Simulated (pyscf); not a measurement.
Optimised with ωB97X-D3(BJ)/def2-SVP in PySCF. MP2 and CC: frozen core, UHF for open shells. ΔMP2 is the change of the MP2 total energy from the triple- to the quadruple-zeta basis.

Question: For the elementary gas-phase step H₂N–NH₂ + GaH [singlet] → H₂N–NH–GaH₂ (singlet surface; H–N broken, Ga–N, Ga–H formed), what barrier and reaction energy does CCSD(T)/def2-TZVPP + ΔMP2(QZVPP) give, measured from the separated reactants?

Answer: ΔE‡ = 86.9 kJ/mol, ΔE = -122.0 kJ/mol. Zero-point energy shifts the barrier by -4.9 kJ/mol. It is an insertion, with an imaginary mode of 1130i cm⁻¹. On the reactant side the descent ends in an adduct with a Ga–N contact, 58.9 kJ/mol under the separated species and 168.0 kJ/mol under the saddle at ωB97X-D3(BJ)/def2-TZVP. On the product side the descent ends in a point that may be a rotor saddle (no frequency run), 17.8 kJ/mol over the lowest minimum found and 221.3 kJ/mol under the saddle at ωB97X-D3(BJ)/def2-TZVP. At ωB97X-D3(BJ)/def2-TZVP the barrier from the zero used here is 109.0 kJ/mol. H₂N–NH–GaH₂ lies 211.2 kJ/mol over its isomer H₂N–GaH–NH₂ (electronic energy, ωB97M-D3(BJ)/def2-TZVP). This is the saddle that the search found; another between the same sides may lie lower. The CCSD(T) − MP2 part came from Ansatz, without density fitting, on the same reference. The frozen core leaves the outer d or s,p core shells of the metals and heavy elements correlated in the MP2 and CC values, and def2-TZVPP describes them poorly, which can shift differences by a few kcal/mol. Elements up to Kr have no core potential and no relativistic terms here.
